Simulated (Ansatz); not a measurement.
Process, species as SMILES: N#C (CH-N) → C atom + H atom + N atom
B3LYP-D3(BJ)/def2-TZVP geometries, fixed; electronic energies without zero-point terms.

Basis-set convergence of the atomisation energy at MP2 with Ansatz (a first-principles code). Cartesian d functions, on some or all atoms, in 6-31G*, 6-31+G*; all else is spherical. Cores are frozen. Open shells are unrestricted. No added dispersion term, no relativity. Functions are those of the species that has most. Reference: Hartree-Fock in aug-cc-pVQZ plus the correlation part extrapolated as X^-3 from aug-cc-pVTZ and aug-cc-pVQZ, 323.53 kcal/mol, itself unsure by roughly 1.44 kcal/mol (a third of the extrapolation step and of the last Hartree-Fock step). Deviations are taken from unrounded values.

```csv
basis,functions,atomisation energy (kcal/mol)
6-31G*,32,294.10
6-31+G*,40,294.12
cc-pVDZ,33,293.06
aug-cc-pVDZ,55,296.11
def2-SVP,33,303.79
def2-SVPD,48,306.66
pcseg-1,33,299.38
aug-pcseg-1,55,302.91
6-311G**,42,300.64
6-311+G**,50,300.98
def2-TZVP,68,311.63
def2-TZVPD,83,312.13
cc-pVTZ,74,312.38
aug-cc-pVTZ,115,314.28
pcseg-2,74,314.16
aug-pcseg-2,115,315.18
def2-TZVPP,76,313.19
def2-TZVPPD,91,313.65
cc-pVQZ,140,319.08
aug-cc-pVQZ,206,319.94
def2-QZVPP,144,319.10
def2-QZVPPD,159,319.19
pcseg-3,153,320.37
aug-pcseg-3,219,320.65
```

What the diffuse functions change, pair by pair:
- 6-31G* to 6-31+G*: 8 more functions, deviation -29.43 to -29.41 kcal/mol
- cc-pVDZ to aug-cc-pVDZ: 22 more functions, deviation -30.48 to -27.42 kcal/mol
- def2-SVP to def2-SVPD: 15 more functions, deviation -19.74 to -16.88 kcal/mol
- pcseg-1 to aug-pcseg-1: 22 more functions, deviation -24.15 to -20.62 kcal/mol
- 6-311G** to 6-311+G**: 8 more functions, deviation -22.89 to -22.55 kcal/mol
- def2-TZVP to def2-TZVPD: 15 more functions, deviation -11.91 to -11.40 kcal/mol
- cc-pVTZ to aug-cc-pVTZ: 41 more functions, deviation -11.16 to -9.25 kcal/mol
- pcseg-2 to aug-pcseg-2: 41 more functions, deviation -9.37 to -8.35 kcal/mol
- def2-TZVPP to def2-TZVPPD: 15 more functions, deviation -10.34 to -9.88 kcal/mol
- cc-pVQZ to aug-cc-pVQZ: 66 more functions, deviation -4.45 to -3.60 kcal/mol
- def2-QZVPP to def2-QZVPPD: 15 more functions, deviation -4.43 to -4.34 kcal/mol
- pcseg-3 to aug-pcseg-3: 66 more functions, deviation -3.17 to -2.88 kcal/mol

Leaving out the reference's own pair, they bring the value nearer the reference by more than 1.44 kcal/mol in 4 of 11 pairs.
